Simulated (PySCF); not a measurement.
# Broadened absorption spectrum of COS

Compound: COS.
SMILES: `O=C=S`

Method used: TDDFT CAM-B3LYP/aug-cc-pVTZ, vertical, gas phase, core orbitals frozen in the response (PySCF). Isolated species at its PBE0-D3(BJ)/def2-TZVP geometry, gas phase.

Computed states:

| state | E (eV) | f |
| --- | --- | --- |
| S1 | 5.52 | 0.0000 |
| S2 | 5.78 | 0.0000 |
| S3 | 5.78 | 0.0000 |
| S4 | 7.31 | 0.042 |
| S5 | 7.31 | 0.042 |
| S6 | 8.28 | 0.0065 |
| S7 | 8.28 | 0.0065 |
| S8 | 8.36 | 0.621 |
| S9 | 8.86 | 0.049 |
| S10 | 8.86 | 0.049 |

Broadening: Gaussians 0.5 eV wide at half height, area fixed by f = 4.319×10⁻⁹ ∫ε dν̃. The width is an assumption, not a result. The curve ends short of the highest state used, and states not computed would add to its high-energy end.

(1) Give the broadened spectrum and its maxima.

(2) Coming from long wavelengths, where does ε first pass 100 L mol⁻¹ cm⁻¹?

## Answers

(1) 
(E (eV), ε (L mol⁻¹ cm⁻¹)): (4.77, 0), (4.93, 0), (5.08, 0), (5.23, 0), (5.38, 0), (5.53, 0), (5.68, 0), (5.84, 0), (5.99, 0), (6.14, 0), (6.29, 0), (6.44, 1), (6.59, 14), (6.74, 124), (6.90, 702), (7.05, 2135), (7.20, 3943), (7.35, 4420), (7.50, 3017), (7.65, 1368), (7.81, 1455), (7.96, 5754), (8.11, 16912), (8.26, 30505)

Maxima: 170 nm (7.31 eV), ε about 4500, made up of S4 (50%) and S5 (50%) (ε in L mol⁻¹ cm⁻¹; maxima over ε = 5, shares over 10%). At its high-energy end, 8.26 eV, the curve is still rising (ε about 31000, from S8).

(2) At about 184 nm (6.73 eV), 1.20 eV above S1.
